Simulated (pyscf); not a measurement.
Thermochemistry of product channels of `[CH2]=[CH][F]` on the singlet surface, in kcal/mol, from ωB97M-D3(BJ)/def2-TZVP energies (ideal gas, 1 atm, RRHO with modes under 100 cm⁻¹ raised to 100, one conformer, R ln 2 for rigid chiral ones). Single points on ωB97X-D3(BJ)/def2-SVP structures (PySCF, gas phase).

```csv
products,ΔE,ΔH(298 K),ΔG(298 K),ΔG(900 K)
`[CH]#[C][F]` + `[H][H]`,+66.9,+60.4,+52.9,?
`[CH]#[CH]` + `[FH]`,?,+28.7,+20.2,+1.5
```

### Question
What belongs in the gaps?

### Answer

- `[CH]#[C][F]` + `[H][H]`, ΔG(900 K): +35.6
- `[CH]#[CH]` + `[FH]`, ΔE: +31.7

The channel to HC≡CH + HF turns favourable between 298 and 1200 K (ΔG from +20.2 kcal/mol to -7.9 kcal/mol).

These are energies of the channels, which say nothing of barriers.
